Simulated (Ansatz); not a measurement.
CCSD(T) forces

AlNH$_{4}$S (SMILES [NH2][AlH][SH]), closed shell, displaced at random from a GFN2-xTB minimum.

N1  (-1.132, 0.004, -0.477)
Al2  (0.402, 0.641, 0.219)
S3  (2.178, -0.695, 0.289)
H4  (-1.257, -0.928, -0.912)
H5  (-2.034, 0.528, -0.433)
H6  (0.487, 2.003, 0.750)
H7  (1.323, -1.673, 0.506)
(Å)

Computed with Ansatz 0.2.0 (basis: def2-TZVPP); correlated methods freeze the cores.

CCSD(T) forces from the calculation:
```csv
atom,Fx,Fy,Fz (eV/Å)
N1,-0.616,-0.027,-0.031
Al2,-0.362,-2.009,-0.900
S3,0.050,0.706,-0.051
H4,0.018,1.128,0.497
H5,1.196,-0.848,-0.143
H6,0.041,1.770,0.602
H7,-0.329,-0.720,0.028
```

Task: Which atom feels the largest CCSD(T) force, and how large is it?

Result: Al2, 2.23 eV/Å, along (-0.16, -0.90, -0.40).

Root-mean-square difference of the force components from those of CCSD(T): PBE0-D4 0.053; wB97M-V 0.043; r2SCAN-D4 0.044; PBE-D4 0.153; r2SCANh-D4 0.056; SPW92 0.239 eV/Å.

T1 diagnostic: at most 0.012. These are differences at one structure, and CCSD(T) in triple zeta is itself an approximation.

For scale, one of the runs: CCSD(T)/def2-TZVPP forces, 171 basis functions (an equivalent command: `ansatz run in.yaml --threads 4`). Time: 74 s of wall clock on 4 CPU threads; the host was shared. Peak host memory: 2.5 GiB.
